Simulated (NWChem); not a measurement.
Program: NWChem. System: ethanethiol (C2H6S), charge 0, spin multiplicity 1, at a geometry optimised with PBE0/def2-SVP. Level: PBE0/6-311G** (spherical d).

The NWChem input:

```
start mol
memory heap 200 mb stack 900 mb global 1100 mb
geometry units angstroms nocenter noautoz noautosym
  C     -1.469748     0.765669    -0.249632
  C     -0.538656    -0.415248    -0.442504
  S      1.063152    -0.260850     0.411064
  H     -2.438964     0.582172    -0.741529
  H     -1.044273     1.684362    -0.683125
  H     -1.652816     0.954002     0.818557
  H     -0.976315    -1.332601    -0.018146
  H     -0.360656    -0.619458    -1.509669
  H      1.513021     0.802597    -0.290303
end
basis spherical
  * library 6-311g**
end
dft
  xc pbe0
  semidirect memsize 60000000 filesize 0
  iterations 100
end
task dft energy
```

Part of the output:

```
             Northwest Computational Chemistry Package (NWChem) 7.3.0
             --------------------------------------------------------

                                NWChem Input Module
                                -------------------

 Scaling coordinates for geometry "geometry" by  1.889725989
 (inverse scale =  0.529177249)

                             Geometry "geometry" -> ""
                             -------------------------

 Output coordinates in angstroms (scale by  1.889725989 to convert to a.u.)

  No.       Tag          Charge          X              Y              Z
 ---- ---------------- ---------- -------------- -------------- --------------
    1 C                    6.0000    -1.46974800     0.76566900    -0.24963200
    2 C                    6.0000    -0.53865600    -0.41524800    -0.44250400
    3 S                   16.0000     1.06315200    -0.26085000     0.41106400
    4 H                    1.0000    -2.43896400     0.58217200    -0.74152900
    5 H                    1.0000    -1.04427300     1.68436200    -0.68312500
    6 H                    1.0000    -1.65281600     0.95400200     0.81855700
    7 H                    1.0000    -0.97631500    -1.33260100    -0.01814600
    8 H                    1.0000    -0.36065600    -0.61945800    -1.50966900
    9 H                    1.0000     1.51302100     0.80259700    -0.29030300

 Effective nuclear repulsion energy (a.u.)     107.0573940610

            Nuclear Dipole moment (a.u.)
            ----------------------------
        X                 Y               Z
 ---------------- ---------------- ----------------
     0.0000094486     0.0000000000    -0.0000132281


 Summary of "ao basis" -> "" (spherical)
 ------------------------------------------------------------------------------
       Tag                 Description            Shells   Functions and Types
 ---------------- ------------------------------  ------  ---------------------
 *                          6-311g**                  on all atoms

                                 NWChem DFT Module
                                 -----------------

 Summary of "ao basis" -> "ao basis" (spherical)
 ------------------------------------------------------------------------------
       Tag                 Description            Shells   Functions and Types
 ---------------- ------------------------------  ------  ---------------------
 C                          6-311g**                 8       18   4s3p1d
 S                          6-311g**                12       26   6s5p1d
 H                          6-311g**                 4        6   3s1p

 Summary of "ao basis" -> "ao basis" (spherical)
 ------------------------------------------------------------------------------
       Tag                 Description            Shells   Functions and Types
 ---------------- ------------------------------  ------  ---------------------
 C                          6-311g**                 8       18   4s3p1d
 S                          6-311g**                12       26   6s5p1d
 H                          6-311g**                 4        6   3s1p

            General Information
            -------------------
          SCF calculation type: DFT
          Wavefunction type:  closed shell.
          No. of atoms     :     9
          No. of electrons :    34
           Alpha electrons :    17
            Beta electrons :    17
          Charge           :     0
          Spin multiplicity:     1
          Use of symmetry is: off; symmetry adaption is: off
          Maximum number of iterations: 100
          AO basis - number of functions:    98
                     number of shells:    52
          Convergence on energy requested:  1.00D-06
          Convergence on density requested:  1.00D-05
          Convergence on gradient requested:  5.00D-04

              XC Information
              --------------
                         PBE0 Method XC Functional
                     Hartree-Fock (Exact) Exchange  0.250
          PerdewBurkeErnzerhof Exchange Functional  0.750
            Perdew 1991 LDA Correlation Functional  1.000 local
           PerdewBurkeErnz. Correlation Functional  1.000 non-local

             Grid Information
             ----------------
          Grid used for XC integration:  medium
          Radial quadrature: Mura-Knowles
          Angular quadrature: Lebedev.
          Tag              B.-S. Rad. Rad. Pts. Rad. Cut. Ang. Pts.
          ---              ---------- --------- --------- ---------
          C                   0.70       49          10.0       434
          S                   1.00       88          11.0       590
          H                   0.35       45          12.0       434
          Grid pruning is: on
          Number of quadrature shells:   456
          Spatial weights used:  Erf1

          Convergence Information
          -----------------------
          Convergence aids based upon iterative change in
          total energy or number of iterations.
          Levelshifting, if invoked, occurs when the
          HOMO/LUMO gap drops below (HL_TOL):  1.00D-02
          DIIS, if invoked, will attempt to extrapolate
          using up to (NFOCK): 10 stored Fock matrices.

                    Damping( 0%)  Levelshifting(0.5)       DIIS
                  --------------- ------------------- ---------------
          dE  on:    start            ASAP                start
          dE off:    2 iters        100 iters           100 iters

      Screening Tolerance Information
      -------------------------------
          Density screening/tol_rho:  1.00D-10
          AO Gaussian exp screening on grid/accAOfunc:  14
          CD Gaussian exp screening on grid/accCDfunc:  20
          XC Gaussian exp screening on grid/accXCfunc:  20
          Schwarz screening/accCoul:  1.00D-08

      Superposition of Atomic Density Guess
      -------------------------------------

 Sum of atomic energies:        -475.81483263

      Non-variational initial energy
      ------------------------------

 Total energy =    -477.449584
 1-e energy   =    -865.383782
 2-e energy   =     280.876805
 HOMO         =      -0.291872
 LUMO         =       0.048134

------------------------------------------------------------
EAF file 0: "./mol.aoints.0" size=524288 bytes
------------------------------------------------------------
               write      read    awrite     aread      wait
               -----      ----    ------     -----      ----
     calls:        1         0         0         0         0
   data(b): 5.24e+05  0.00e+00  0.00e+00  0.00e+00
   time(s): 0.00e+00  0.00e+00  0.00e+00  0.00e+00  0.00e+00
rate(mb/s): 0.00e+00  0.00e+00
------------------------------------------------------------

   convergence    iter        energy       DeltaE   RMS-Dens  Diis-err    time
 ---------------- ----- ----------------- --------- --------- ---------  ------
 d= 0,ls=0.0,diis     1   -477.7698048683 -5.85D+02  5.37D-03  6.11D-01     2.9
 d= 0,ls=0.0,diis     2   -477.7942904367 -2.45D-02  3.11D-03  6.86D-02     3.8
 d= 0,ls=0.0,diis     3   -477.7959449595 -1.65D-03  1.44D-03  5.65D-02     4.6
 d= 0,ls=0.0,diis     4   -477.8029803981 -7.04D-03  2.22D-04  7.11D-04     5.4
 d= 0,ls=0.0,diis     5   -477.8030787422 -9.83D-05  3.71D-05  2.31D-05     6.3
  Resetting Diis
 d= 0,ls=0.0,diis     6   -477.8030815903 -2.85D-06  9.50D-06  1.84D-06     7.1
 d= 0,ls=0.0,diis     7   -477.8030818026 -2.12D-07  4.12D-06  1.19D-07     7.9

         Total DFT energy =     -477.803081802618
      One electron energy =     -868.686413413482
           Coulomb energy =      322.357112842841
    Exchange-Corr. energy =      -38.531175293015
 Nuclear repulsion energy =      107.057394061038

 Numeric. integr. density =       34.000002677353

     Total iterative time =      7.5s

                       DFT Final Molecular Orbital Analysis
                       ------------------------------------

 Vector   15  Occ=2.000000D+00  E=-3.675471D-01
              MO Center= -7.7D-01,  1.7D-01, -3.0D-01, r^2= 2.8D+00
   Bfn.  Coefficient  Atom+Function         Bfn.  Coefficient  Atom+Function
  ----- ------------  ---------------      ----- ------------  ---------------
    82      0.192825  7 H  s                 70      0.184261  5 H  s
    26     -0.146160  2 C  py                 8      0.137807  1 C  py
    52      0.135772  3 S  px                25     -0.133910  2 C  px
    81      0.129826  7 H  s                 69      0.123821  5 H  s
    30     -0.119876  2 C  py                94      0.117418  9 H  s

 Vector   16  Occ=2.000000D+00  E=-3.361746D-01
              MO Center=  4.2D-01, -1.8D-01,  1.8D-01, r^2= 3.2D+00
   Bfn.  Coefficient  Atom+Function         Bfn.  Coefficient  Atom+Function
  ----- ------------  ---------------      ----- ------------  ---------------
    42      0.314266  3 S  s                 54      0.288632  3 S  pz
    52      0.225471  3 S  px                41      0.176355  3 S  s
    53     -0.164522  3 S  py                51      0.152045  3 S  pz
    94     -0.146332  9 H  s                 27     -0.145232  2 C  pz
    25     -0.124557  2 C  px                88      0.118967  8 H  s

 Vector   17  Occ=2.000000D+00  E=-2.506582D-01
              MO Center=  9.1D-01, -2.2D-01,  3.2D-01, r^2= 2.0D+00
   Bfn.  Coefficient  Atom+Function         Bfn.  Coefficient  Atom+Function
  ----- ------------  ---------------      ----- ------------  ---------------
    54      0.388526  3 S  pz                53      0.364329  3 S  py
    52     -0.255920  3 S  px                57      0.207894  3 S  pz
    56      0.192818  3 S  py                51      0.176431  3 S  pz
    50      0.161793  3 S  py                55     -0.132301  3 S  px
    48     -0.125313  3 S  pz                47     -0.115551  3 S  py

 Vector   18  Occ=0.000000D+00  E= 1.965703D-02
              MO Center=  5.7D-01, -1.1D-01, -9.2D-04, r^2= 4.9D+00
   Bfn.  Coefficient  Atom+Function         Bfn.  Coefficient  Atom+Function
  ----- ------------  ---------------      ----- ------------  ---------------
    95      1.115880  9 H  s                 28     -0.973900  2 C  s
    55     -0.620249  3 S  px                56     -0.614477  3 S  py
    10     -0.459708  1 C  s                 89      0.431517  8 H  s
    42     -0.398527  3 S  s                 71      0.333515  5 H  s
    52     -0.298354  3 S  px                53     -0.285102  3 S  py

 Vector   19  Occ=0.000000D+00  E= 5.216718D-02
              MO Center=  1.3D+00,  1.2D-01,  2.4D-01, r^2= 4.9D+00
   Bfn.  Coefficient  Atom+Function         Bfn.  Coefficient  Atom+Function
  ----- ------------  ---------------      ----- ------------  ---------------
    42      1.287168  3 S  s                 95     -1.012768  9 H  s
    28     -0.764863  2 C  s                 55     -0.665684  3 S  px
    57     -0.628850  3 S  pz                29     -0.589171  2 C  px
    31     -0.400798  2 C  pz                56      0.274924  3 S  py
    54     -0.251386  3 S  pz                41      0.231817  3 S  s

 Vector   20  Occ=0.000000D+00  E= 6.984559D-02
              MO Center= -1.4D+00,  1.9D-01, -4.8D-01, r^2= 6.6D+00
   Bfn.  Coefficient  Atom+Function         Bfn.  Coefficient  Atom+Function
  ----- ------------  ---------------      ----- ------------  ---------------
    10      1.434166  1 C  s                 65     -1.124189  4 H  s
    95      0.779446  9 H  s                 83     -0.723209  7 H  s
    28      0.516723  2 C  s                 77     -0.472931  6 H  s
    89     -0.468490  8 H  s                 55     -0.436718  3 S  px
    30     -0.394617  2 C  py                71     -0.358954  5 H  s

 center of mass
 --------------
 x =   0.14904473 y =  -0.06239005 z =   0.07293783

 moments of inertia (a.u.)
 ------------------
         109.436290808251          76.983874509519         -79.809221224969
          76.983874509519         324.579056304670          12.546916333971
         -79.809221224969          12.546916333971         344.813623844122

     Multipole analysis of the density
     ---------------------------------

     L   x y z        total         alpha         beta         nuclear
     -   - - -        -----         -----         ----         -------
     0   0 0 0      0.000000    -17.000000    -17.000000     34.000000

     1   1 0 0     -0.482541     -0.241275     -0.241275      0.000009
     1   0 1 0      0.243176      0.121588      0.121588      0.000000
     1   0 0 1     -0.472007     -0.235997     -0.235997     -0.000013

     2   2 0 0    -20.693663    -92.356109    -92.356109    164.018556
     2   1 1 0      1.860670     22.113859     22.113859    -42.367048
     2   1 0 1     -0.563989    -21.558142    -21.558142     42.552295
     2   0 2 0    -20.486288    -32.616930    -32.616930     44.747572
     2   0 1 1     -0.537427      3.007732      3.007732     -6.552892
     2   0 0 2    -21.268739    -25.458928    -25.458928     29.649117

 Task  times  cpu:        7.9s     wall:        7.9s

 Total times  cpu:        8.0s     wall:        8.0s
```
